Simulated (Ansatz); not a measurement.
# Ytterbium, fcc under LDA: testing the Fermi-Dirac smearing

How small must the Fermi-Dirac smearing width be for energy and pressure to settle? The geometry was relaxed under LDA beforehand and stays fixed; 6 values are run, from 0.01 to 1.0 eV. Wanted are the values from which on the energy stays within 10 and 1 meV/atom, and the pressure within 0.5 GPa, of the narrowest run. Within the series other settings stay, but some runs also write fields, which adds to their time. Spin polarisation is left out.

Method: DFT LDA, plane waves with PAW, scalar-relativistic, in Ansatz 0.2.0.

### Step 1. The system as given

It takes space group Fm-3m (No. 225, cubic). Conventional cell: a = 4.914 Å, b = 4.914 Å, c = 4.914 Å, α = 90.00°, β = 90.00°, γ = 90.00°. Yb (site symmetry m-3m) is surrounded by 12 Yb at 3.47 Å.

Coordinates:

```xyz
1
Lattice="0.0000 2.4570 2.4570 2.4570 0.0000 2.4570 2.4570 2.4570 0.0000" Properties=species:S:1:pos:R:3 pbc="T T T"
Yb    0.0000    0.0000    0.0000
```

### Step 2. With a width of 0.01 eV

The run at 0.01 eV.

input.yaml reads:

```yaml
crystal:
  lattice:
    - [0.0, 2.4569516026, 2.4569516026]
    - [2.4569516026, 0.0, 2.4569516026]
    - [2.4569516026, 2.4569516026, 0.0]
  atoms:
    - { symbol: Yb, position: [0.0, 0.0, 0.0] }
hamiltonian:
  xc: lda
  pseudopotentials:
    kind: paw
    azcp:
      Yb: "pseudopotentials/Yb.paw.azcp"
basis:
  ecutwfc: 420
  fft_grid_basis: typed
kpoints:
  mp_grid: { grid: [11, 11, 11], shift: [0, 0, 0] }
magnetization:
  spin_polarized: false
scf:
  occupations: { method: fermi_dirac, width: 0.01 }
  lower_state_search: "off"
output:
  stress: true
```

Started as:

```sh
$ ansatz run input.yaml --threads 2 --pin off --max-ram 5120MiB --backend cpu --events-out ev --progress --plain --runs-dir out
```

### Step 3. With a width of 0.03 eV

The run at 0.03 eV.

input.yaml: that of step 2 with these lines changed.

```diff
@@ -21,3 +21,3 @@
 scf:
-  occupations: { method: fermi_dirac, width: 0.01 }
+  occupations: { method: fermi_dirac, width: 0.03 }
   lower_state_search: "off"
```

### Step 4. With a width of 0.2 eV

The run at 0.2 eV.

input.yaml: that of step 3 with these lines changed.

```diff
@@ -21,3 +21,3 @@
 scf:
-  occupations: { method: fermi_dirac, width: 0.03 }
+  occupations: { method: fermi_dirac, width: 0.2 }
   lower_state_search: "off"
@@ -25 +25,5 @@
   stress: true
+  write_density: true
+  write_potential: true
+  elf: true
+  volumetric_format: npy
```

### Step 5. With a width of 0.3 eV

The run at 0.3 eV.

input.yaml: that of step 4 with these lines changed.

```diff
@@ -21,3 +21,3 @@
 scf:
-  occupations: { method: fermi_dirac, width: 0.2 }
+  occupations: { method: fermi_dirac, width: 0.3 }
   lower_state_search: "off"
```

### Step 6. With a width of 0.6 eV

The run at 0.6 eV.

input.yaml: that of step 5 with these lines changed.

```diff
@@ -21,3 +21,3 @@
 scf:
-  occupations: { method: fermi_dirac, width: 0.3 }
+  occupations: { method: fermi_dirac, width: 0.6 }
   lower_state_search: "off"
@@ -25,5 +25 @@
   stress: true
-  write_density: true
-  write_potential: true
-  elf: true
-  volumetric_format: npy
```

### Step 7. With a width of 1.0 eV

The run at 1.0 eV.

input.yaml: that of step 6 with these lines changed.

```diff
@@ -21,3 +21,3 @@
 scf:
-  occupations: { method: fermi_dirac, width: 0.6 }
+  occupations: { method: fermi_dirac, width: 1.0 }
   lower_state_search: "off"
@@ -25 +25,5 @@
   stress: true
+  write_density: true
+  write_potential: true
+  elf: true
+  volumetric_format: npy
```

(Steps that only read results are left out.)

Before running it: what results should come out?

As calculated:

| quantity | value |
| --- | --- |
| E(σ → 0) stays within 10 meV/atom of 0.01 eV | up to 0.03 eV |
| E(σ → 0) stays within 1 meV/atom | up to 0.03 eV |
| pressure stays within 0.5 GPa | up to 0.3 eV |
| pressure at 0.01 eV | 0.18 GPa |
| energy of a separate run on a finer mesh (18×18×18) | +9.1 meV/atom from 0.01 eV |

What this shows: At 1.0 eV the energy differs by -478.8 meV/atom and the pressure by +2.2 GPa. The free energy F moves by -3543.3 meV/atom over the range, and the estimate for σ → 0 by -478.8. In theory F falls as the square of the width under this scheme, but here the ratio is not steady: the mesh at narrow widths, or a density of states that varies over the wide ones, can both cause that. The mesh (11×11×11) is fixed, so the narrowest widths carry a k-point error of their own. The yardstick itself is unsettled by 9.1 meV/atom against the finer mesh, so the thresholds above hold only within this series, and wider smearing, which averages over more states, can land nearer the fine-mesh value than the narrowest does. The cell taken over is 28 % smaller than the measured one (41.28 Å³/atom, COD), which weighs on all values here.
